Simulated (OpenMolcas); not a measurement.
How methods differ on AlSiH4Cl (SMILES [SiH3][AlH][Cl])

AlSiH4Cl has 7 atoms, charge 0, and is taken as a singlet. SMILES: `[SiH3][AlH][Cl]`. The shape is that of a PBE0-D4/def2-TZVP optimisation.

```tsv
atom	x (Å)	y (Å)	z (Å)
Si	-0.8612	0.5825	-0.3112
Al	1.0948	-0.6124	0.5431
Cl	1.7834	-2.2231	-0.6229
H	-2.0127	-0.3518	-0.4553
H	-0.5676	1.1547	-1.6551
H	-1.2766	1.6961	0.5863
H	1.9011	-0.3140	1.8695
```

Each level gives the energy change with the Si1–H6 bond stretched from 1.489 to 3.277 Å (eV). The values are calculated.

| level | kind | program | value (eV) | less CCSD(T)/aug-cc-pVDZ | CPU time (all runs) |
| --- | --- | --- | --- | --- | --- |
| HF/aug-cc-pVDZ (restricted) | Hartree–Fock | OpenMolcas | 5.03 | +1.54 | 49 s |
| SVWN5/aug-cc-pVDZ (restricted) | LDA | OpenMolcas | 3.95 | +0.46 | 1.7 min |
| revPBE/aug-cc-pVDZ (restricted) | GGA | OpenMolcas | 3.86 | +0.37 | 2.3 min |
| r2SCAN/aug-cc-pVDZ (restricted) | meta-GGA | OpenMolcas | 4.17 | +0.68 | 3 min |
| B3LYP/aug-cc-pVDZ (restricted) | global hybrid | OpenMolcas | 4.18 | +0.69 | 2.4 min |
| B2PLYP/aug-cc-pVDZ (restricted) | double hybrid | OpenMolcas | 4.25 | +0.76 | 2 min |
| MP2/aug-cc-pVDZ (restricted) | perturbation theory | OpenMolcas | 4.48 | +0.99 | 44 s |
| CCSD(T)/aug-cc-pVDZ (Cholesky decomposition) (restricted) | coupled cluster or CI | OpenMolcas | 3.49 | 0.00 | 22 min |

Differences are taken from CCSD(T)/aug-cc-pVDZ (Cholesky decomposition) (restricted) for orientation; it has basis-set and higher-order errors of its own. At this stretch a single reference begins to fail. The first shape isn't each level's own minimum. The values span 3.49 to 5.03 eV. Times are those of the runs behind each value, whatever else they computed, on shared processors of several kinds: orders of magnitude only.
